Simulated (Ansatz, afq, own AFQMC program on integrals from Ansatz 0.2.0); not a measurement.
Two steps: Ansatz 0.2.0 writes the Fock matrix and Cholesky factors of the valence space, and afq projects on them the lowest state that overlaps trial and start.

```yaml
crystal:
  periodic: [false, false, false]
  atoms:
    - {symbol: Al, position_ang: [-1.731502, 0.025233, 0.000000]}
    - {symbol: H, position_ang: [-2.524425, 1.398618, 0.000000]}
    - {symbol: H, position_ang: [-2.524426, -1.348151, 0.000000]}
    - {symbol: H, position_ang: [0.187498, 0.025233, 0.000000]}
    - {symbol: Si, position_ang: [1.760498, 0.025233, 0.000000]}
    - {symbol: H, position_ang: [2.156933, -1.454280, 0.000000]}
basis:
  gaussian: {orbitals: cc-pVTZ}
magnetization: {spin_polarized: true, initial_magnetization: 1}
correlation: {method: ccsd_t, electrons: outside_noble_gas, hamiltonian_folder: ham}
```

```sh
$ ansatz run in.yaml --threads 1 --pin off --events-out ev --progress --plain --max-ram 24576MiB --backend cuda --devices 0, --max-vram 18GiB
```

afq runs on the folder ham with

```
--method phaseless --trial cisd --walkers 700 --populations 10 --least-time 60 --time-step 0.005 --steps-per-block 50 --equilibration-blocks 28 --max-blocks 4000 --target-error 0.0002 --factor-cut 1e-05 --start spin_pure --seed 1863 --release-times 0.24,0.51,0.99,1.62,2.4 --release-step 0.03 --release-every 3 --taylor-order 6
```

Times are imaginary, in 1/Eh. The walk had a cap of 243 s. With eight or more populations the least sampling time is a fifth of least-time, and the error comes from their spread.

afq prints:

```
orbitals 114  electrons 6 5  factors 717 of 730
reference energy -533.06448759 Eh
CCSD correlation -0.23708218 Eh in 16 cycles, weight of the determinant in the CISD state 0.8360
energy of the start -533.299911 Eh
 block  time / (1/Eh)  mean weight  energy / Eh
     1     0.250  0.9999  -533.296681
     2     0.500  1.0002  -533.297869
     3     0.750  0.9993  -533.299450
     4     1.000  1.0000  -533.301877
     5     1.250  0.9999  -533.303315
    11     2.750  1.0006  -533.308883
    23     5.750  0.9996  -533.310845
    35     8.750  1.0005  -533.312333
    47    11.750  1.0001  -533.309280
    59    14.750  1.0002  -533.311631
    71    17.750  0.9992  -533.312647
    83    20.750  1.0004  -533.308926
    85    21.250  0.9992  -533.308755
    95    23.750  0.9994  -533.310260
    99    24.750  0.9997  -533.314708
   107    26.750  0.9999  -533.311365
   117    29.250  1.0002  -533.312276
error from the spread of 10 populations
released: time / (1/Eh)  energy / Eh  error  mean overlap
  0.24  -533.311774  0.000219  0.9935
  0.51  -533.311949  0.000172  0.9894
  0.99  -533.311900  0.000199  0.9895
  1.62  -533.312541  0.000248  0.9849
  2.40  -533.312568  0.000371  0.9969
energy -533.311394 +/- 0.000187 Eh
(rows thinned)
```

The run passed its tests (sampling time, drift between the halves within three errors, error under three times the target), which doesn't prove that it has relaxed.

Against this walk (error 5.1 meV) on the same determinant: CCSD(T) 44.0 meV higher. The error is statistical and leaves out the bias of the constraint. None of these is a sure reference here. Released to 2.40 1/Eh the energy lies 32 ± 11 meV (both errors) below the phaseless value, which shows part or all of the bias of the constraint, and CCSD(T) lies 76.0 meV above the released value.

Cautions: constraint bias not in the error.

The walk took 81 s on 1 × NVIDIA H100 80GB HBM3 with 2 threads of AMD EPYC 7R13 Processor (Zen 3) (shared host) (the card was shared). The log's last line is the phaseless energy.

A walk keeps the symmetry of its determinant, which the program's search chose and which needn't be the lowest solution, so a lower state of the same spin and another symmetry isn't excluded.
